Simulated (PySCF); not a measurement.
## Where the electron goes

C₄H₈FN.
Cartesian coordinates in Å at the GFN2-xTB level; atoms count from 1:
```
atom  x, y, z in Å
C1     1.3467   -0.9714   -0.0338
C2     0.5290    0.0461   -0.8325
C3    -0.4430    0.7766    0.0531
N4    -0.3934    1.9859    0.3959
C5    -1.5835   -0.0277    0.6250
F6    -1.8356   -1.1665   -0.0953
H7     0.7026   -1.7461    0.3735
H8     1.8712   -0.4830    0.7854
H9     2.0814   -1.4434   -0.6816
H10    1.1980    0.7699   -1.3053
H11   -0.0281   -0.4766   -1.6129
H12    0.3973    2.5062    0.0217
H13   -2.4989    0.5702    0.6366
H14   -1.3443   -0.3408    1.6480
```

Computed with TDDFT wB97X-D/def2-SVPD, vertical, gas phase, core orbitals frozen in the response (PySCF 2.14.0, density-fitted response routines).

Frontier orbitals with the atoms that hold most of them (Löwdin shares over 4%, at most four atoms; ? is withheld):

```csv
orbital,ε (eV),atoms
LUMO+2,2.99,"H12 20%, H10 16%, C2 9%, C5 8%"
LUMO+1,2.32,"C1 19%, C5 12%, C2 12%, C3 8%"
LUMO,1.56,?
HOMO,-9.47,?
HOMO-1,-10.64,"N4 40%, C3 21%, C5 8%, F6 6%"
HOMO-2,-11.84,"C2 18%, C1 15%, H10 12%, F6 12%"
HOMO-3,-12.23,"F6 28%, C2 14%, C5 13%, C1 11%"
```

(1) Which atoms hold the LUMO, and with what shares?

(2) Give the leading atoms of the HOMO.

(3) How does S1 compare with the orbital gap of 11.03 eV?

(4) Give energy, strength and leading configuration of S1, S3, S5 and S6, and follow the Löwdin shares of the leading atoms from the occupied to the empty orbital.

## Answers

(1) C3 (bonded to 2 C and N) 34%; N4 (bonded to C and H) 32%; C5 (bonded to C, F and 2 H) 7%; C2 (bonded to 2 C and 2 H) 6%. By element: carbon 47% or more, nitrogen 32%.

(2) N4 (bonded to C and H) 56%; C3 (bonded to 2 C and N) 13%; C2 (bonded to 2 C and 2 H) 9%; H12 (bonded to N) 8%. By element: nitrogen 56%, carbon 22% or more, hydrogen 8% or more.

(3) S1 is at 5.35 eV (f = 0.0016), 5.69 eV below the gap, made of HOMO→LUMO (96%). Without the coupling terms of the response equations the lowest excitation would equal the gap.

(4) 
- S1 (5.35 eV, f 0.0016), HOMO→LUMO (96%): N4 56% → 32%, C3 13% → 34%
- S3 (7.90 eV, f 0.201), HOMO-1→LUMO (83%): N4 40% → 32%, C3 21% → 34%
- S5 (8.28 eV, f 0.0062), HOMO-2→LUMO (78%): C2 18% → 6%, C1 15% → at most 6%, C3 at most 12% → 34%, N4 at most 12% → 32%
- S6 (8.74 eV, f 0.013), HOMO-1→LUMO+1 (72%): N4 40% → at most 8%, C3 21% → 8%, C1 at most 6% → 19%, C5 8% → 12%

One conformer stands for the species.
